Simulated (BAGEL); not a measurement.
# B3LYP/def2-TZVPP (density fitting with qzvpp-jkfit) run of SiH2O (oxosilane)

Aim: the energy change on altering one bond length of SiH2O (oxosilane) at B3LYP/def2-TZVPP (density fitting with qzvpp-jkfit), from 2 runs. 

Program for the calculation: BAGEL 1.2.2.

19 further runs of the same task are left out: 19 set aside as unsound or not needed.

## 1. The structure to begin with

SiH2O: 4 atoms, total charge 0, spin state singlet. SMILES: `O=[SiH2]`. The coordinates come from a PBE0-D4/def2-TZVP relaxation.

Bond lengths: O1–Si2 1.516 Å, Si2–H3 1.485 Å, Si2–H4 1.486 Å. Angles: O1–Si2–H3 124.0°, O1–Si2–H4 124.0°, H3–Si2–H4 111.9°.

## 2. The energy at B3LYP/def2-TZVPP (density fitting with qzvpp-jkfit)

Input file calc.json:

```json
{ "bagel" : [

{
  "title" : "molecule",
  "basis" : "tzvpp",
  "df_basis" : "qzvpp-jkfit",
  "angstrom" : "true",
  "geometry" : [
    { "atom" : "O", "xyz" : [   -0.283200,    0.413500,    1.469500 ] },
    { "atom" : "Si", "xyz" : [   -0.006700,    0.009800,    0.034900 ] },
    { "atom" : "H", "xyz" : [    0.439900,   -1.346000,   -0.376200 ] },
    { "atom" : "H", "xyz" : [   -0.150000,    0.922700,   -1.128300 ] }
  ]
},
{ "title" : "ks", "xc_func" : "b3lyp" },
{ "title" : "print", "file" : "orbitals.molden", "orbitals" : "true" }

]}
```

Started as:

```console
BAGEL_NUM_THREADS=1 BAGEL calc.json > calc.out
```

Log:

```text
* using 1 threads per process

  ===============================================================
  ===============================================================

  *** Geometry ***

  { "atom" : "O", "xyz" : [     -0.535170,      0.781402,      2.776953 ] },
  { "atom" : "Si", "xyz" : [     -0.012661,      0.018519,      0.065951 ] },
  { "atom" : "H", "xyz" : [      0.831291,     -2.543571,     -0.710915 ] },
  { "atom" : "H", "xyz" : [     -0.283459,      1.743650,     -2.132178 ] },

  Number of auxiliary basis functions:      241

  Since a DF basis is specified, we compute 2- and 3-index integrals:
    o Being stored without compression. Storage requirement is 0.020 GB

  Number of basis functions:      101
  Number of electrons      :       24

    * METHOD: MOLECULE                             0.08

  *** Kohn-Sham DFT ***

    * Removing 5034 points whose weight is below 1.00e-10
    * Grid points: 54590

  === Nuclear Repulsion ===
    52.4847899944

       - DIIS with orbital gradients will be used.

  === KS iteration (b3lyp / tzvpp) ===
      0       -294.86882849          0.23819814           0.17
      1       -267.65688001          0.18103557           0.17
      2       -286.20717901          0.27900392           0.17
      3       -335.48145775          0.23659818           0.17
      4       -348.04003991          0.19787411           0.17
      5       -350.48615970          0.18718840           0.17
      6       -353.53363104          0.17013660           0.17
      7       -350.09928867          0.18388250           0.17
      8       -365.75892635          0.02506820           0.16
      9       -365.92293018          0.01151533           0.17
     10       -365.93234728          0.01142741           0.17
     11       -365.97075481          0.00192265           0.17
     12       -365.97187168          0.00010235           0.17
     13       -365.97187455          0.00002092           0.17
     14       -365.97187467          0.00000592           0.16
     15       -365.97187468          0.00000202           0.17
     16       -365.97187468          0.00000072           0.17
     17       -365.97187468          0.00000017           0.17
     18       -365.97187468          0.00000002           0.17
     19       -365.97187468          0.00000000           0.17
    * SCF iteration converged.

    * Permanent dipole moment:
           (   -0.263185,     0.384265,     1.365321) a.u.

    * METHOD: KS                                   3.61

    * METHOD: PRINT                                0.03

  ===============================================================
```

Wall time 3.9 s (1 thread of Arm Neoverse V1, shared host); peak memory 0.27 GiB.

## 3. The distorted shape at the same level

Input file dft.json:

```json
{ "bagel": [

{
  "title": "molecule",
  "basis": "tzvpp",
  "df_basis": "qzvpp-jkfit",
  "angstrom": true,
  "geometry": [
    { "atom": "O", "xyz": [      -0.168565,      -0.316790,       2.400022 ] },
    { "atom": "Si", "xyz": [       0.107935,      -0.720490,       0.965422 ] },
    { "atom": "H", "xyz": [       0.554535,      -2.076290,       0.554322 ] },
    { "atom": "H", "xyz": [      -0.150000,       0.922700,      -1.128300 ] }
  ]
},

{
  "title": "ks",
  "xc_func": "b3lyp"
},

{
  "title": "print",
  "file": "orbitals.molden",
  "orbitals": true
}

]}
```

Started as:

```console
BAGEL_NUM_THREADS=1 BAGEL dft.json > dft.out
```

Log:

```text
* using 1 threads per process

  ===============================================================
  ===============================================================

  *** Geometry ***

  { "atom" : "O", "xyz" : [     -0.318542,     -0.598646,      4.535384 ] },
  { "atom" : "Si", "xyz" : [      0.203968,     -1.361529,      1.824383 ] },
  { "atom" : "H", "xyz" : [      1.047919,     -3.923619,      1.047517 ] },
  { "atom" : "H", "xyz" : [     -0.283459,      1.743650,     -2.132178 ] },

  Number of auxiliary basis functions:      241

  Since a DF basis is specified, we compute 2- and 3-index integrals:
    o Being stored without compression. Storage requirement is 0.020 GB

  Number of basis functions:      101
  Number of electrons      :       24

    * METHOD: MOLECULE                             0.08

  *** Kohn-Sham DFT ***

    * Removing 4337 points whose weight is below 1.00e-10
    * Grid points: 55287

  === Nuclear Repulsion ===
    49.7390741175

       - DIIS with orbital gradients will be used.

  === KS iteration (b3lyp / tzvpp) ===
      0       -293.32780261          0.24795529           0.17
      1       -268.45014331          0.17443035           0.16
      2       -284.58570151          0.26100390           0.16
      3       -337.12154378          0.22616987           0.17
      4       -346.56833992          0.19627935           0.18
      5       -350.09596452          0.18057336           0.17
      6       -356.94728960          0.14312303           0.17
      7       -358.01521287          0.13424724           0.17
      8       -363.35306181          0.08251318           0.17
      9       -365.10307073          0.03800188           0.17
     10       -365.62305310          0.01725958           0.17
     11       -365.76923325          0.00897251           0.17
     12       -365.84721245          0.00316935           0.17
     13       -365.85613564          0.00042005           0.17
     14       -365.85622323          0.00012676           0.17
     15       -365.85623157          0.00010100           0.17
     16       -365.85623649          0.00000707           0.17
     17       -365.85623652          0.00000223           0.17
     18       -365.85623652          0.00000077           0.17
     19       -365.85623652          0.00000022           0.17
     20       -365.85623652          0.00000047           0.17
     21       -365.85623652          0.00000005           0.17
     22       -365.85623652          0.00000005           0.17
     23       -365.85623652          0.00000001           0.17
    * SCF iteration converged.

    * Permanent dipole moment:
           (   -0.332620,     0.828779,     0.795958) a.u.

    * METHOD: KS                                   4.27

    * METHOD: PRINT                                0.03

  ===============================================================
```

Wall time 4.5 s (1 thread of Arm Neoverse V1, shared host); peak memory 0.27 GiB.

## 4. Summary of results

At B3LYP/def2-TZVPP (density fitting with qzvpp-jkfit):

| quantity | value |
| --- | --- |
| first shape: total energy | -365.97187 Eh |
| first shape: dipole moment | 3.67 D |
| first shape: HOMO energy | -8.04 eV |
| first shape: LUMO energy | -2.44 eV |
| first shape: HOMO–LUMO gap | 5.60 eV |
| distorted shape: total energy | -365.85624 Eh |
| distorted shape: dipole moment | 3.04 D |
| distorted shape: HOMO energy | -7.52 eV |
| distorted shape: LUMO energy | -3.93 eV |
| distorted shape: HOMO–LUMO gap | 3.60 eV |
| energy change with the Si2–H4 bond stretched from 1.486 to 2.674 Å | 3.147 eV |

One bond (distorted shape) is far stretched, which a spin-restricted single reference describes badly; a broken-symmetry solution may lie lower. With the Si2–H4 bond stretched from 1.486 to 2.674 Å the energy rises by 3.15 eV (73 kcal/mol). The first shape isn't relaxed at this level, so the change isn't measured from a minimum. A restricted reference can't describe the breaking bond well at this length.
